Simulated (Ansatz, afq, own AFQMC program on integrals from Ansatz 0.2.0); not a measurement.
# BNH2, singlet → BNH2⁺, doublet

| atom | x (Å) | y (Å) | z (Å) |
| --- | --- | --- | --- |
| B | 0.0000 | 0.0000 | 0.8600 |
| N | 0.0000 | 0.0000 | -0.5115 |
| H | 0.0000 | 0.8509 | -1.0580 |
| H | 0.0000 | -0.8509 | -1.0580 |

Connectivity, by distances: B–NH2.

E(doublet, charge +1) − E(singlet, charge +0) at this geometry, on RHF and UHF determinants.

Basis cc-pVDZ. Noble-gas cores (and the filled d shells of Ga–Kr and In–Xe) are frozen. Ansatz 0.2.0 and our own AFQMC program on the same integrals; the CISD trial comes from CCSD amplitudes, and released means the phaseless constraint is let go. ± is one standard error of the sampling. The errors of all members are added in quadrature.

No full CI on the walks' own integrals is used here; CCSDT(Q) serves as the reference and is uncertain by about the last step of the cluster series. Each member takes its own surest rung, up to full CI.

Errors are counted within cc-pVDZ, not against nature.

Cautions: BNH₂ (singlet): restricted determinant unstable towards unrestricted (UHF 52 meV lower, ⟨S²⟩ 0.27), the ph-AFQMC/HF walk drifts between its halves (2.2 errors).

```
level  vertical ionization energy (kcal/mol)
   HF                                  178.7
  MP2                                  195.5
```

Question: From these cheaper values, estimate the vertical ionization energy at the reference level in cc-pVDZ.

Answer: 202.0 kcal/mol (CCSDT(Q) in cc-pVDZ).

```tsv
level	vertical ionization energy (kcal/mol)	error against CCSDT(Q) (kcal/mol)
CCSD	201.7	-0.3
CCSD(T)	202.1	0.0
CCSDT	202.0	0.0
ph-AFQMC/HF	206.6 ± 1.9	4.6 ± 1.9
ph-AFQMC/CISD	202.3 ± 0.4	0.3 ± 0.4
released AFQMC	202.2 ± 0.6	0.1 ± 0.6
```

Correlation beyond CCSD(T) changes it by less than 2 meV. The perturbative (T) step is worth +0.3 kcal/mol.

A walk keeps the symmetry of its determinant, which the program's search chose and which needn't be the lowest solution, so a lower state of the same spin and another symmetry isn't excluded. Released energies are given only where the last usable release times agree within the noise; a slower fall can still hide under it.
